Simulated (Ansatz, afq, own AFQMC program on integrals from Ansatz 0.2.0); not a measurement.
Atomization energy of CHO, doublet

```xyz
3

O     0.0000    0.0746    0.5425
C     0.0000   -0.1522   -0.6041
H     0.0000    0.6297   -1.4126
```

Connectivity, by distances: O–CH.

Atoms in their ground-state spins without spin–orbit coupling (mostly on UHF) minus the molecule (UHF), without zero-point energy. The geometry is a stationary point, not shown to be a minimum.

Basis cc-pVDZ. Noble-gas cores (and the filled d shells of Ga–Kr and In–Xe) are frozen. Integrals, coupled cluster, full CI and functionals: Ansatz 0.2.0; the random walks run on the same integrals in our own AFQMC program. The CISD trial takes its coefficients from CCSD amplitudes. Released means that phaseless walkers are propagated on without the constraint, phases kept. Free AFQMC starts from the CCSD state and is never constrained. Its projection time is finite, and what remains of the start isn't in its error. Error bars are statistical, one sigma. The errors of all members are added in quadrature.

No full CI on the walks' own integrals is used here; CCSDT(Q) serves as the reference and is uncertain by about the last step of the cluster series. Each member takes its own surest rung, up to full CI.

Errors are counted within cc-pVDZ, not against nature.

| level | atomization energy (kcal/mol) |
| --- | --- |
| MP2 | 264.7 |
| HF | 176.6 |

Q: From these cheaper values, estimate the atomization energy at the reference level in cc-pVDZ.

A: 255.4 kcal/mol (CCSDT(Q) in cc-pVDZ).

```
         level  atomization energy (kcal/mol)  error against CCSDT(Q) (kcal/mol)
          CCSD                          249.3                               -6.2
       CCSD(T)                          254.6                               -0.8
         CCSDT                          254.8                               -0.6
   ph-AFQMC/HF                    260.0 ± 0.7                          4.6 ± 0.7
 ph-AFQMC/CISD                    255.2 ± 0.1                         -0.2 ± 0.1
released AFQMC                    255.4 ± 0.1                          0.0 ± 0.1
    free AFQMC                    255.3 ± 0.1                         -0.1 ± 0.1
```

Correlation beyond CCSD(T) adds 0.8 kcal/mol. The perturbative (T) step is worth +5.4 kcal/mol.

Free projections are given only where their last times agree within the noise and don't stop above the reference; a slow remainder of the start can still hide under it. A walk keeps the symmetry of its determinant, which the program's search chose and which needn't be the lowest solution, so a lower state of the same spin and another symmetry isn't excluded. Released energies are given only where the last usable release times agree within the noise; a slower fall can still hide under it.
